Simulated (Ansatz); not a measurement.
`CC1=NC1` + `C=CNC` → `C=CN(C)C` + `C1=NC1` at 400 K and 1 bar (substitution at a C–C bond).

Calculated with Ansatz (gas phase, PBE0-D4/def2-TZVP geometries, no zero-point term in ΔE). CCSD(T)/CBS adds triple-zeta CCSD(T) − MP2 to the extrapolated MP2 energy (def2 sets, frozen cores). Each species was taken in one conformer, which may not be the lowest.

```json
{"species": "`CC1=NC1`", "CCSD(T)/CBS energy (Eh)": "-171.79280", "H − E (kJ/mol)": "215.8", "S (J/(mol·K))": "304.1"}
{"species": "`C=CNC`", "CCSD(T)/CBS energy (Eh)": "-173.03872", "H − E (kJ/mol)": "281.2", "S (J/(mol·K))": "321.8"}
{"species": "`C=CN(C)C`", "CCSD(T)/CBS energy (Eh)": "-212.29412", "H − E (kJ/mol)": "360.6", "S (J/(mol·K))": "353.3"}
{"species": "`C1=NC1`", "CCSD(T)/CBS energy (Eh)": "-132.51911", "H − E (kJ/mol)": "134.8", "S (J/(mol·K))": "260.4"}
```

H − E and S are ideal-gas, rigid-rotor, harmonic terms from PBE0-D4/def2-TZVP, for one conformer and one mirror image of each species. 1 Eh = 2625.50 kJ/mol, R = 8.31446 J/(mol·K).

Task: By hand: ΔE, ΔH, ΔS and ΔG.

Result: ΔE = (-212.29412) + (-132.51911) − (-171.79280) − (-173.03872) = 0.01829 Eh = 48.0 kJ/mol. Δ(H − E) = 360.6 + 134.8 − 215.8 − 281.2 = -1.6, so ΔH = 46.4 kJ/mol. ΔS = 353.3 + 260.4 − 304.1 − 321.8 = -12.2 J/(mol·K). ΔG = 46.4 − 400 × (-12.2)/1000 = 51.3 kJ/mol.

Task: By hand: the equilibrium constant, and the temperature at which ΔG would vanish if ΔH and ΔS stayed fixed.

Result: log₁₀ K = −ΔG/(RT ln 10) = -6.7. ΔH and −TΔS have one sign here, so there is no such temperature.

The number of gas molecules stays the same, so ΔS is small and ΔH decides. A doubt of 5 kJ/mol in ΔE shifts log₁₀ K by 0.7 here. Other conformers and mirror images would add mixing entropy, several J/(mol·K) or more a flexible species. These are equilibria of isolated gas molecules and say nothing of rates. Largest T1 diagnostic: 0.012 (customary marks: 0.02 for closed shells, 0.045 for open ones).

ΔS is within the doubt of such terms, so its sign, and with it that verdict, could turn.
